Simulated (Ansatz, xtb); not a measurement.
**Ligand exchange: C2H4ClF + HF → C2H4F2 + HCl**

Species: C2H4ClF (1-chloro-2-fluoroethane) `FCCCl`, singlet; HF (hydrogen fluoride), singlet; C2H4F2 (1,2-difluoroethane) `FCCF`, singlet; HCl (hydrogen chloride), singlet. The partners trade Cl for F: C–Cl and H–F bonds give way to C–F and H–Cl.

Shapes, held fixed at every level: PBE0-D4/def2-TZVP. Flexible molecules stand in one conformer, not always the lowest. Programs: Ansatz 0.2.0, xtb 6.7.1. The zero-point and thermal change to 298 K, harmonic and unscaled (PBE0-D4/def2-TZVP), is -3.7 kJ/mol.

Problem. Estimate ΔH(298 K) of this reaction.

Solution. The highest level, CCSD(T)/CBS estimate, gives ΔH(298 K) = +21.9 kJ/mol; the levels span -34.1 to +21.9. They disagree on the sign: 6 of 9 are positive. The column of differences is taken from that level and isn't an error. No measured value is set beside it here. The CBS estimate extrapolates MP2 from def2-TZVPP and def2-QZVPP and adds CCSD(T) − MP2 in the triple-zeta set, cores frozen.

| level | kind | ΔH(298 K) (kJ/mol) | less CCSD(T)/CBS estimate |
| --- | --- | --- | --- |
| GFN2-xTB | semi-empirical | -34.1 | -56.0 |
| HF/def2-TZVPP | Hartree–Fock | -0.7 | -22.6 |
| r2SCAN-D4/def2-TZVPP | meta-GGA | +10.9 | -11.0 |
| B3LYP-D4/def2-TZVPP | global hybrid | +10.4 | -11.5 |
| BHLYP-D4/def2-TZVPP | global hybrid | +9.0 | -12.9 |
| wB97M-V/def2-TZVPP | range-separated hybrid | +11.9 | -10.0 |
| MP2/def2-SVP | perturbation theory | +6.9 | -15.0 |
| CCSD(T)/def2-SVP | coupled cluster or CI | -1.1 | -23.0 |
| CCSD(T)/CBS estimate | coupled cluster or CI | +21.9 | 0.0 |
